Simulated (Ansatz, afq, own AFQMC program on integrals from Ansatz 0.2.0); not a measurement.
AFQMC on a folder of integrals that Ansatz 0.2.0 wrote.

```yaml
crystal:
  periodic: [false, false, false]
  atoms:
    - {symbol: N, position_ang: [0.372621, 0.000000, 0.405813]}
    - {symbol: C, position_ang: [-0.461120, 0.000000, -0.379865]}
    - {symbol: H, position_ang: [0.316669, 0.000000, -1.112816]}
basis:
  gaussian: {orbitals: cc-pVDZ}
magnetization: {spin_polarized: false}
correlation: {method: ccsd_t, electrons: outside_noble_gas, hamiltonian_folder: ham}
```

```sh
$ ansatz run in.yaml --threads 1 --pin off --events-out ev --progress --plain --max-ram 1382MiB
```

Options of the walk:

```
--method phaseless --trial hf --walkers 200 --populations 1 --least-time 40 --time-step 0.005 --steps-per-block 20 --equilibration-blocks 112 --max-blocks 600 --target-error 0.00114 --factor-cut 1e-05 --seed 9464 --taylor-order 6
```

Times are imaginary, in 1/Eh. The walk had a cap of 512 s.

Log:

```
orbitals 31  electrons 5 5  factors 245 of 312
reference energy -92.80511948 Eh
CCSD correlation -0.29267538 Eh in 11 cycles, weight of the determinant in the CISD state 0.8738
energy of the start -92.805119 Eh
 block  time / (1/Eh)  mean weight  energy / Eh
     1     0.100  1.0012  -92.880796
     2     0.200  1.0027  -92.935223
     3     0.300  1.0043  -92.995649
     4     0.400  1.0041  -93.014944
     5     0.500  1.0004  -93.047642
     7     0.700  0.9995  -93.051426
     9     0.900  0.9998  -93.100558
    18     1.800  0.9988  -93.096741
    52     5.200  1.0012  -93.109988
    86     8.600  1.0005  -93.138547
   120    12.000  0.9984  -93.074018
   154    15.400  1.0003  -93.094372
   188    18.800  1.0009  -93.153472
   222    22.200  1.0002  -93.122988
   256    25.600  0.9992  -93.126062
   290    29.000  0.9993  -93.088136
   324    32.400  1.0005  -93.112811
   358    35.800  0.9998  -93.185868
   392    39.200  0.9994  -93.124418
   426    42.600  0.9996  -93.106348
   460    46.000  0.9995  -93.085786
   494    49.400  1.0007  -93.107224
   528    52.800  0.9986  -93.097212
   562    56.200  0.9996  -93.117792
   596    59.600  1.0005  -93.159969
   630    63.000  0.9987  -93.104407
   664    66.400  1.0002  -93.135569
   698    69.800  0.9992  -93.096218
blocks merged  error / Eh  count
     1  0.001024  600
     2  0.001361  300
     4  0.001770  150
     8  0.002255  75
    16  0.002620  37
    32  0.002985  18
    64  0.002709  9
energy -93.114708 +/- 0.002985 Eh
(rows thinned)
```

The run passed its tests (sampling time, drift between the halves within three errors, error under three times the target), which doesn't prove that it has relaxed.

Against this walk (error 81.2 meV) on the same determinant: CCSD(T) 117.7 meV higher (within the noise), CCSDT(Q) 69.9 meV higher (within the noise), a separate phaseless walk with a CISD trial and standard settings 84.1 ± 83.2 meV higher (within the noise). The error is statistical and leaves out the bias of the constraint.

Cautions: constraint bias not in the error; error above the target (81.2 against 31.0 meV); higher spins were not checked; raised T1 diagnostic (T1 0.030, weight of the determinant 0.87, largest double 0.09).

The walk took 2.3 min on 1 thread of Intel(R) Xeon(R) Platinum 8488C (Sapphire Rapids), with other jobs on the host. The log's last line is the phaseless energy.

CCSDT and higher add their correlation energy to the determinant of the CCSD(T) run, since their own runs factorise the integrals more tightly (a shift of under 2 meV). A walk keeps the symmetry of its determinant, which the program's search chose and which needn't be the lowest solution, so a lower state of the same spin and another symmetry isn't excluded.
